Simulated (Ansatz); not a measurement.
Cost and result for the atomization energy of C4H7F (`C=C(C)CF`) (12 atoms, 11 bonds).

Z-matrix (Å, degrees):
```
C
C 1 1.495
H 1 1.095 2 111.2
H 1 1.095 2 111.2 3 -118.9
H 1 1.090 2 111.1 3 120.6
C 2 1.494 1 114.1 3 59.7
C 2 1.326 1 123.8 3 -120.3
F 6 1.375 2 112.8 1 -179.8
H 6 1.097 2 110.2 1 -59.2
H 6 1.097 2 110.2 1 59.6
H 7 1.084 2 120.9 1 -0.0
H 7 1.082 2 121.2 1 180.0
```

Total charge 0; spin multiplicity 1. All single points use the PBE0-D4/def2-TZVP geometry. It is one conformer, not always the lowest. Program: Ansatz. All runs use 4 threads of an AMD EPYC 9R45 on a shared host. Times are those of one run each, without the atoms' runs, and a repeat can differ threefold. Electronic energies, without spin–orbit coupling; frozen cores. CCSD(T)/CBS adds CCSD(T) − MP2 in def2-TZVPP to the MP2 limit, and its time is that of the two runs behind it. T1 = 0.010. B3LYP takes the VWN-RPA correlation (the form of Gaussian; ORCA's B3LYP/G).

CCSD(T)/CBS is a level of theory with its own doubt, some kJ/mol a heavy atom from the limit and from the frozen cores, so smaller differences don't rank the functionals.

```json
{"level": "LDA (SPW92)/def2-TZVPP", "functions": "253", "wall time": "0.65 s", "atomization (kJ/mol)": "5582.8", "difference from CCSD(T)/CBS": "714.1", "per bond": "64.9"}
{"level": "BLYP-D4/def2-TZVPP", "functions": "253", "wall time": "1 s", "atomization (kJ/mol)": "4870.5", "difference from CCSD(T)/CBS": "1.8", "per bond": "0.2"}
{"level": "PBE-D4/def2-TZVPP (with forces)", "functions": "253", "wall time": "1.2 s", "atomization (kJ/mol)": "4994.1", "difference from CCSD(T)/CBS": "125.4", "per bond": "11.4"}
{"level": "PBE0-D4/def2-TZVPP", "functions": "253", "wall time": "1.2 s", "atomization (kJ/mol)": "4910.0", "difference from CCSD(T)/CBS": "41.3", "per bond": "3.8"}
{"level": "r2SCANh-D4/def2-TZVPP", "functions": "253", "wall time": "1.8 s", "atomization (kJ/mol)": "4861.0", "difference from CCSD(T)/CBS": "-7.7", "per bond": "-0.7"}
{"level": "r2SCAN-D4/def2-TZVPP (with forces)", "functions": "253", "wall time": "1.9 s", "atomization (kJ/mol)": "4887.7", "difference from CCSD(T)/CBS": "19.0", "per bond": "1.7"}
{"level": "B3LYP-D4/def2-TZVPP (with forces)", "functions": "253", "wall time": "1.9 s", "atomization (kJ/mol)": "4878.4", "difference from CCSD(T)/CBS": "9.7", "per bond": "0.9"}
{"level": "CCSD(T)/def2-SVP", "functions": "105", "wall time": "2.3 s", "atomization (kJ/mol)": "4683.5", "difference from CCSD(T)/CBS": "-185.2", "per bond": "-16.8"}
{"level": "ωB97X-V/def2-TZVPP", "functions": "253", "wall time": "3 s", "atomization (kJ/mol)": "4874.3", "difference from CCSD(T)/CBS": "5.6", "per bond": "0.5"}
{"level": "ωB97M-V/def2-TZVPP (with forces)", "functions": "253", "wall time": "4.1 s", "atomization (kJ/mol)": "4884.8", "difference from CCSD(T)/CBS": "16.1", "per bond": "1.5"}
{"level": "MP2/def2-QZVPP", "functions": "495", "wall time": "11 s", "atomization (kJ/mol)": "4898.9", "difference from CCSD(T)/CBS": "30.2", "per bond": "2.8"}
{"level": "CCSD(T)/def2-TZVPP", "functions": "253", "wall time": "57 s", "atomization (kJ/mol)": "4761.6", "difference from CCSD(T)/CBS": "-107.1", "per bond": "-9.7"}
{"level": "CCSD(T)/CBS(def2)", "functions": "–", "wall time": "68 s", "atomization (kJ/mol)": "4868.7", "difference from CCSD(T)/CBS": "0.0", "per bond": "0.0"}
```

From r2SCAN to r2SCAN0 (25 % exact exchange), in def2-TZVPP and without D4, the atomization energy moves by −65.3 kJ/mol: exact exchange takes away binding that semilocal exchange gives to molecules. Leaving LDA and LC-ωPBE aside and taking each functional with its dispersion term where it has one, the values, not all of them listed here, spread over 252.7 kJ/mol, from BHLYP-D4 to PBE-D4. LDA lies +608.4 kJ/mol from PBE without D4, its usual overbinding. In def2-TZVPP, CCSD(T) changes the Hartree–Fock value by +1124.4 kJ/mol (the triples alone add +67.0 kJ/mol) and MP2 by +1198.9 kJ/mol; breaking electron pairs costs correlation energy, which Hartree–Fock lacks.
